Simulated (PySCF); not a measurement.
# One shape, several levels: C2H5B (SMILES BC=C)

Aim: a comparison of 5 runs (B3LYP/STO-3G, B3LYP/6-31G*, PBE0/def2-SVP, MP2/pcseg-2, CCSD(T)/def2-SVP) of C2H5B. Input form: a Python script.

The results are computed with PySCF 2.14.0.

## Step 1: The structure to begin with

The species is C2H5B (8 atoms), meant as a singlet with charge 0. As SMILES, `BC=C`. The coordinates come from a PBE0-D4/def2-TZVP relaxation.

Bond lengths: B1–C2 1.534 Å, C2–C3 1.339 Å, B1–H4 1.199 Å, B1–H5 1.197 Å, C2–H6 1.089 Å, C3–H7 1.086 Å, C3–H8 1.087 Å. Angles: B1–C2–C3 120.5°, B1–C2–H6 121.7°, C3–C2–H6 117.7°, C2–B1–H4 118.7°, C2–B1–H5 122.0°, C2–C3–H7 120.6°, C2–C3–H8 123.0°, H4–B1–H5 119.3°, H7–C3–H8 116.4°.

## Step 2: Energy and forces at B3LYP/STO-3G (run 1)

File run.py:

```python
# BC=C
import pyscf.grad
from pyscf import gto, dft

system = gto.M(
    atom='''
B     -0.619200     0.876300    -0.693900
C      0.322000     0.273500     0.357500
C      0.459500    -1.054300     0.465500
H     -1.226400     0.135900    -1.414800
H     -0.762800     2.058300    -0.813400
H      0.897400     0.899500     1.037300
H     -0.092700    -1.722500    -0.189400
H      1.114300    -1.523800     1.195500
''',
    basis='sto-3g',
    verbose=3,
    max_memory=1860,
)

mf = dft.RKS(system)
mf.xc = 'b3lyp'
mf.grids.level = 5
mf.conv_tol = 1e-10
mf.kernel()
if not mf.converged:
    mf = mf.newton().run(mf.mo_coeff, mf.mo_occ)

etot = mf.e_tot
print('Final energy', etot)
grad = mf.Gradients().kernel()
mf.analyze()
```

Started as:

```
OMP_NUM_THREADS=1 python run.py
```

Log:

```text
converged SCF energy = -102.758768757005
Final energy -102.7587687570055
--------------- RKS gradients ---------------
         x                y                z
0 B     0.0102598056    -0.0056122619     0.0115337955
1 C     0.0059004889    -0.0128075814     0.0062382803
2 C    -0.0007632309     0.0055329261    -0.0006522857
3 H    -0.0068791317    -0.0095438567    -0.0082219773
4 H    -0.0017867720     0.0132834307    -0.0015477288
5 H    -0.0048189905    -0.0058536999    -0.0057155963
6 H     0.0046919945     0.0086865889     0.0056691044
7 H    -0.0066041518     0.0063144209    -0.0073035741
----------------------------------------------
**** MO energy ****
MO #1   energy= -10.0241896252499  occ= 2
MO #2   energy= -9.98132931635514  occ= 2
MO #3   energy= -6.54681794102985  occ= 2
MO #4   energy= -0.73243980048983  occ= 2
MO #5   energy= -0.552582990072838 occ= 2
MO #6   energy= -0.463842140796637 occ= 2
MO #7   energy= -0.413068786690596 occ= 2
MO #8   energy= -0.363262985685152 occ= 2
MO #9   energy= -0.283850075142141 occ= 2
MO #10  energy= -0.281450869023371 occ= 2
MO #11  energy= -0.24153926163907  occ= 2
MO #12  energy= 0.0116661333113341 occ= 0
MO #13  energy= 0.174671980603444  occ= 0
MO #14  energy= 0.375368998185363  occ= 0
MO #15  energy= 0.422951495274622  occ= 0
MO #16  energy= 0.46098337004423   occ= 0
MO #17  energy= 0.497046258535135  occ= 0
MO #18  energy= 0.52404608919363   occ= 0
MO #19  energy= 0.656048209723557  occ= 0
MO #20  energy= 0.719742759085934  occ= 0
 ** Mulliken atomic charges  **
charge of    0B =      0.08553
charge of    1C =     -0.10134
charge of    2C =     -0.03784
charge of    3H =     -0.05170
charge of    4H =     -0.04921
charge of    5H =      0.04522
charge of    6H =      0.05682
charge of    7H =      0.05252
Dipole moment(X, Y, Z, Debye):  0.58332, -0.86135,  0.63417
```

Wall time 12 s (1 thread of Intel Xeon at 2.50GHz (Skylake/Cascade Lake), shared host); peak memory 0.29 GiB.

## Step 3: Energy and gradient at B3LYP/6-31G(d) (Cartesian functions) (run 2)

File start.xyz:

```xyz
8
C2H5B
B     -0.619200     0.876300    -0.693900
C      0.322000     0.273500     0.357500
C      0.459500    -1.054300     0.465500
H     -1.226400     0.135900    -1.414800
H     -0.762800     2.058300    -0.813400
H      0.897400     0.899500     1.037300
H     -0.092700    -1.722500    -0.189400
H      1.114300    -1.523800     1.195500
```

File run.py:

```python
# BC=C
from pyscf import gto, dft

mol = gto.Mole()
mol.atom = 'start.xyz'
mol.max_memory = 1860
mol.cart = True
mol.basis = '6-31g*'
mol.spin = 0
mol.verbose = 4
mol.build()

mf = dft.RKS(mol, xc='b3lyp')
mf.grids.level = 5
mf.conv_tol = 1e-10
mf.kernel()
if not mf.converged:
    mf = mf.newton().run(mf.mo_coeff, mf.mo_occ)

etot = mf.e_tot
print(f'total energy: {etot:.8f} hartree')
grad = mf.nuc_grad_method().kernel()
dip = mf.dip_moment()
pop, q = mf.mulliken_pop()
```

Started as:

```
OMP_NUM_THREADS=1 python run.py
```

Log:

```text
PySCF version 2.14.0

[... 75 lines left out ...]
converged SCF energy = -104.02930468738
total energy: -104.02930469 hartree
[... 12 lines left out ...]
Dipole moment(X, Y, Z, Debye):  0.69683, -0.93030,  0.76097
[... 25 lines left out ...]
pop of  1  C 3dxx        -0.01192
pop of  1  C 3dxy         0.00734
pop of  1  C 3dxz         0.00355
pop of  1  C 3dyy         0.00162
pop of  1  C 3dyz         0.00848
pop of  1  C 3dzz        -0.00826
pop of  2  C 1s           1.99184
pop of  2  C 2s           0.72102
pop of  2  C 3s           0.60631
pop of  2  C 2px          0.59757
pop of  2  C 2py          0.78821
pop of  2  C 2pz          0.63202
pop of  2  C 3px          0.35872
pop of  2  C 3py          0.24837
pop of  2  C 3pz          0.34618
pop of  2  C 3dxx        -0.01153
pop of  2  C 3dxy         0.00986
pop of  2  C 3dxz         0.00492
pop of  2  C 3dyy         0.00412
pop of  2  C 3dyz         0.01167
pop of  2  C 3dzz        -0.00664
pop of  3  H 1s           0.52353
pop of  3  H 2s           0.51025
pop of  4  H 1s           0.52347
pop of  4  H 2s           0.50741
pop of  5  H 1s           0.53236
pop of  5  H 2s           0.33955
pop of  6  H 1s           0.52926
pop of  6  H 2s           0.30857
pop of  7  H 1s           0.53112
pop of  7  H 2s           0.31769
 ** Mulliken atomic charges  **
charge of    0B =      0.03938
charge of    1C =     -0.11353
charge of    2C =     -0.30265
charge of    3H =     -0.03378
charge of    4H =     -0.03088
charge of    5H =      0.12810
charge of    6H =      0.16217
charge of    7H =      0.15119
```

Wall time 23 s (1 thread of Intel Xeon at 2.50GHz (Skylake/Cascade Lake), shared host); peak memory 0.56 GiB.

Run 3 isn't shown in full; the table further down has it.

## Step 4: Energy and gradient at MP2/pcseg-2 (run 4)

File job.py:

```python
import pyscf.grad
from pyscf import gto, scf, mp

molecule = gto.M(
    atom='''
B       -0.619200       0.876300      -0.693900
C        0.322000       0.273500       0.357500
C        0.459500      -1.054300       0.465500
H       -1.226400       0.135900      -1.414800
H       -0.762800       2.058300      -0.813400
H        0.897400       0.899500       1.037300
H       -0.092700      -1.722500      -0.189400
H        1.114300      -1.523800       1.195500
''',
    max_memory=1860,
    verbose=3,
    basis='pcseg-2',
    charge=0,
)

mf = scf.RHF(molecule)
mf.conv_tol = 1e-10
mf.kernel()
if not mf.converged:
    mf = mf.newton().run(mf.mo_coeff, mf.mo_occ)

pt = mp.MP2(mf, frozen=3).run()
e_final = pt.e_tot
print('Final energy', e_final)
grad = pt.Gradients().kernel()
mf.analyze()
```

Started as:

```
OMP_NUM_THREADS=1 python job.py
```

Log:

```text
converged SCF energy = -103.323210880123
[... 17 lines left out ...]
MO #6   energy= -0.688111956638535 occ= 2
[... 13 lines left out ...]
MO #20  energy= 0.222701235394426  occ= 0
[... 13 lines left out ...]
MO #34  energy= 0.539550581648237  occ= 0
[... 13 lines left out ...]
MO #48  energy= 1.14256459949346   occ= 0
[... 13 lines left out ...]
MO #62  energy= 1.60912725802878   occ= 0
[... 13 lines left out ...]
MO #76  energy= 2.20813589782793   occ= 0
[... 13 lines left out ...]
MO #90  energy= 3.46120568183471   occ= 0
[... 13 lines left out ...]
MO #104 energy= 4.17222361830225   occ= 0
[... 13 lines left out ...]
MO #118 energy= 4.64469822374423   occ= 0
[... 13 lines left out ...]
MO #132 energy= 4.98418076866142   occ= 0
[... 13 lines left out ...]
MO #146 energy= 5.71143491433778   occ= 0
[... 13 lines left out ...]
MO #160 energy= 7.16367770038553   occ= 0
[... 9 lines left out ...]
Dipole moment(X, Y, Z, Debye):  0.55892, -0.87782,  0.60559
```

Wall time 2.8 min (1 thread of Intel Xeon at 2.50GHz (Skylake/Cascade Lake), shared host); peak memory 1.9 GiB.

## Step 5: A single-point energy at CCSD(T)/def2-SVP (run 5)

File input.py:

```python
# BC=C
from pyscf import gto, cc

mol = gto.M(
    atom='''
B   -0.619200   0.876300  -0.693900
C    0.322000   0.273500   0.357500
C    0.459500  -1.054300   0.465500
H   -1.226400   0.135900  -1.414800
H   -0.762800   2.058300  -0.813400
H    0.897400   0.899500   1.037300
H   -0.092700  -1.722500  -0.189400
H    1.114300  -1.523800   1.195500
''',
    max_memory=1860,
    basis='def2-svp',
    verbose=3,
    charge=0,
)

mf = mol.RHF()
mf.conv_tol = 1e-10
mf.kernel()
if not mf.converged:
    mf = mf.newton().run(mf.mo_coeff, mf.mo_occ)

mycc = cc.CCSD(mf, frozen=3)
mycc.kernel()
e_t = mycc.ccsd_t()
energy = mycc.e_tot + e_t
print(f'total energy: {energy:.8f} hartree')
dip = mf.dip_moment()
pop, q = mf.mulliken_pop()
```

Started as:

```
OMP_NUM_THREADS=1 python input.py
```

Log:

```text
converged SCF energy = -103.215087278201
E(CCSD) = -103.605140775342  E_corr = -0.3900534971409241
CCSD(T) correction = -0.0131085644855951
total energy: -103.61824934 hartree
Dipole moment(X, Y, Z, Debye):  0.57841, -0.92555,  0.62610
 ** Mulliken pop  **
pop of  0 B 1s            1.99131
pop of  0 B 2s            0.80600
pop of  0 B 3s            0.12642
pop of  0 B 2px           0.33538
pop of  0 B 2py           0.68368
pop of  0 B 2pz           0.41777
pop of  0 B 3px           0.07440
pop of  0 B 3py           0.17728
pop of  0 B 3pz           0.08439
pop of  0 B 3dxy          0.01039
pop of  0 B 3dyz          0.01295
pop of  0 B 3dz^2         0.00880
pop of  0 B 3dxz          0.01103
pop of  0 B 3dx2-y2       0.01213
pop of  1 C 1s            1.98945
pop of  1 C 2s            0.86846
pop of  1 C 3s            0.32724
pop of  1 C 2px           0.61800
pop of  1 C 2py           0.75068
pop of  1 C 2pz           0.64762
pop of  1 C 3px           0.40050
pop of  1 C 3py           0.20888
pop of  1 C 3pz           0.37510
pop of  1 C 3dxy          0.00907
pop of  1 C 3dyz          0.00982
pop of  1 C 3dz^2         0.00335
pop of  1 C 3dxz          0.00388
pop of  1 C 3dx2-y2       0.00805
pop of  2 C 1s            1.98984
pop of  2 C 2s            0.88814
pop of  2 C 3s            0.24776
pop of  2 C 2px           0.56183
pop of  2 C 2py           0.77901
pop of  2 C 2pz           0.59638
pop of  2 C 3px           0.35582
pop of  2 C 3py           0.22123
pop of  2 C 3pz           0.33925
pop of  2 C 3dxy          0.01169
pop of  2 C 3dyz          0.01299
pop of  2 C 3dz^2         0.00280
pop of  2 C 3dxz          0.00380
pop of  2 C 3dx2-y2       0.00679
pop of  3 H 1s            0.75694
pop of  3 H 2s            0.32782
pop of  3 H 2px           0.00356
pop of  3 H 2py           0.00534
pop of  3 H 2pz           0.00488
pop of  4 H 1s            0.75738
pop of  4 H 2s            0.31655
pop of  4 H 2px           0.00080
pop of  4 H 2py           0.01221
pop of  4 H 2pz           0.00089
pop of  5 H 1s            0.75602
pop of  5 H 2s            0.17145
pop of  5 H 2px           0.00803
pop of  5 H 2py           0.00852
pop of  5 H 2pz           0.00975
pop of  6 H 1s            0.75307
pop of  6 H 2s            0.15439
pop of  6 H 2px           0.00768
pop of  6 H 2py           0.00880
pop of  6 H 2pz           0.00945
pop of  7 H 1s            0.75522
pop of  7 H 2s            0.15639
pop of  7 H 2px           0.00911
pop of  7 H 2py           0.00582
pop of  7 H 2pz           0.01060
 ** Mulliken atomic charges  **
charge of    0B =      0.24807
charge of    1C =     -0.22009
charge of    2C =     -0.01733
charge of    3H =     -0.09853
charge of    4H =     -0.08783
charge of    5H =      0.04624
charge of    6H =      0.06660
charge of    7H =      0.06286
```

Run time: 10 s. Hardware: 1 thread of Intel Xeon at 2.50GHz (Skylake/Cascade Lake), shared host; peak memory 0.24 GiB.

## Step 6: The series

| run | level | Cartesian functions | integration grid | energy (Eh) | dipole moment (D) of the reference | HOMO energy (eV) | LUMO energy (eV) | wall time |
| --- | --- | --- | --- | --- | --- | --- | --- | --- |
| 1 | B3LYP/STO-3G | no | 5 | -102.758769 | 1.22 | -6.57 | 0.32 | 12 s |
| 2 | B3LYP/6-31G* (Cartesian functions) | yes | 5 | -104.029305 | 1.39 | -7.96 | -1.88 | 23 s |
| 3 | PBE0/def2-SVP | no | 5 | -103.801976 | 1.38 | -8.48 | -2.01 | 29 s |
| 4 | MP2/pcseg-2 | no | – | -103.744582 | 1.20 | -10.65 | 1.47 | 2.8 min |
| 5 | CCSD(T)/def2-SVP | no | – | -103.618249 | 1.26 | -10.66 | 1.79 | 10 s |

## Step 7: Results

| quantity | value |
| --- | --- |
| run 5: total energy | -103.61825 Eh |
| run 5: dipole moment (Hartree–Fock density) | 1.26 D |
| run 5: HOMO energy (Hartree–Fock orbitals) | -10.66 eV |
| run 5: LUMO energy (Hartree–Fock orbitals) | 1.79 eV |
| run 5: HOMO–LUMO gap (Hartree–Fock orbitals) | 12.45 eV |
| run 5: correlation energy (3 core orbitals frozen) | -403.2 mEh |
| run 5: (T) correction | -13.11 mEh |
| run 5: T1 diagnostic | 0.010 |

In words: Over runs 1, 2, 3 the dipole moment (its size) runs from 1.22 D (B3LYP/STO-3G) to 1.39 D (B3LYP/6-31G*). Over runs 1, 2, 3 the HOMO–LUMO gap runs from 6.08 eV (B3LYP/6-31G*) to 6.89 eV (B3LYP/STO-3G). Totals of different functionals can't be ranked against each other. In run 1 the basis is minimal, so the values are rough. All runs together took 4 min, the longest 2.8 min.
